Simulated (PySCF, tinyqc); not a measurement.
Starting guesses with DIIS over 6 matrices: SCF starting guesses in the sto-6g basis, for N2, spin multiplicity 1. Computed by the program tinyqc with PySCF. RHF with one setting changed at a time; a run stops when the energy changes by less than 1e-09 hartree and the error matrix is below 1e-5. Starts: the lowest orbitals of the core Hamiltonian, of the Wolfsberg-Helmholz matrix (K = 1.75), projected atomic densities, random orbitals, and the highest orbitals of the core Hamiltonian (a deliberately bad start).

Geometry (angstrom):

| atom | x | y | z |
|---|---|---|---|
| N | 0.0000 | 0.0000 | 0.0000 |
| N | 0.0000 | 0.0000 | 1.1650 |

lowest restricted solution found by these runs and by PySCF = -108.544736 hartree

Largest element of the error matrix X^T (FDS - SDF) X:

| iteration | core | Wolfsberg-Helmholz | atomic densities | random | highest core orbitals |
|---|---|---|---|---|---|
| 1 | 8.9e-01 | 3.1e-01 | 1.3e+00 | 7.3e+00 | 2.5e-01 |
| 2 | 1.5e-01 | 8.7e-02 | 1.6e-02 | 1.1e+00 | 4.0e-01 |
| 3 | 2.1e-02 | 3.4e-03 | 7.9e-04 | 1.1e+00 | 2.4e-01 |
| 4 | 1.5e-03 | 1.5e-05 | 1.1e-04 | 8.6e-02 | 3.3e-02 |
| 5 | 2.0e-04 | 1.9e-07 | 3.2e-09 | 4.3e-02 | 1.1e-03 |
| 6 | 5.1e-06 | - | 1.1e-09 | 1.2e-02 | 3.2e-05 |
| 8 | - | - | - | 3.0e-03 | 1.1e-05 |
| 10 | - | - | - | 9.3e-05 | - |

How each run ends:

| run | iterations | E (hartree) | state |
|---|---|---|---|
| core | 7 | -107.907390 | higher |
| Wolfsberg-Helmholz | 5 | -108.544736 | lowest found |
| atomic densities | 6 | -108.544736 | lowest found |
| random | 13 | -108.544736 | lowest found |
| highest core orbitals | 9 | -108.544736 | lowest found |

What does the comparison show, and why?

4 of 5 runs reach the lowest restricted solution found, in 5 to 13 iterations (fastest: Wolfsberg-Helmholz). Ending on a higher stationary point: core; a small error matrix cannot reveal that, and an occupation fixed by the start is kept by symmetry or by the shape of the basin. The first errors are 9e-01, 3e-01, 1e+00, 7e+00, 2e-01; the deliberately bad start has the smallest one, so a small first error does not mark a good start. The restricted reference is unstable here: a spin-polarised solution lies 0.0054 hartree lower (PySCF), so results built on it describe a poor reference.
